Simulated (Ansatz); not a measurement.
**CH₃+ (triplet): wave-function methods side by side, def2-TZVPP**

The task here is to estimate one member of a computed series from the others.

Computed with Ansatz 0.2.0, Gaussian basis. Level: def2-TZVPP, core rule «outside noble gas», up to 1 orbitals frozen.

Plan: UHF; ROHF; CCSD(T) on UHF.

2 further runs of the same task are left out: 2 set aside as unsound or not needed.

**What is computed**

The geometry is a PBE0/def2-TZVP stationary point (not a proven minimum) of the parent state, kept for this charge and spin.

4 atoms, charge 1, spin multiplicity 3.

Atoms are counted from 1 here; the program's logs count them from 0.

Bond lengths: C1–H2 1.093 Å, C1–H3 1.093 Å, C1–H4 1.093 Å. Angles: H2–C1–H3 120.0°, H2–C1–H4 120.0°, H3–C1–H4 120.0°.

The first run:

in.yaml

```yaml
crystal:
  periodic: [false, false, false]
  atoms:
    - {symbol: C, position_ang: [0.000000, 0.000000, 0.000000]}
    - {symbol: H, position_ang: [1.093152, 0.013897, -0.000233]}
    - {symbol: H, position_ang: [-0.558612, 0.939744, -0.002802]}
    - {symbol: H, position_ang: [-0.534540, -0.953642, 0.003036]}
basis:
  gaussian: {orbitals: def2-TZVPP}
total_charge: 1
magnetization: {spin_polarized: true, initial_magnetization: 2}
hamiltonian: {xc: hf}
output: {orbitals: {seedname: orbitals}}
```

Command:

```
ansatz run in.yaml --threads 1 --pin off --events-out ev --progress --plain --max-ram 4096MiB --backend cpu
```

Steps of the session up to this table: UHF; ROHF; CCSD(T) on UHF.

One table of the session follows, with a row left open; its other results are not shown here.

| method | from UCCSD(T) (kJ/mol) |
| --- | --- |
| ROHF | +399.0 |
| UHF | +386.0 |
| UMP2 | ? |
| UCCSD | +9.7 |
| UCCSD(T) | 0 |

Q: Estimate the row for UMP2 from the others.

As computed: from UCCSD(T) (kJ/mol): +65.7. In the column «from UCCSD(T) (kJ/mol)» it lies between UCCSD (+9.7) and UHF (+386.0).

Caveats from the session: Warnings: coupled cluster took another determinant than the lowest.
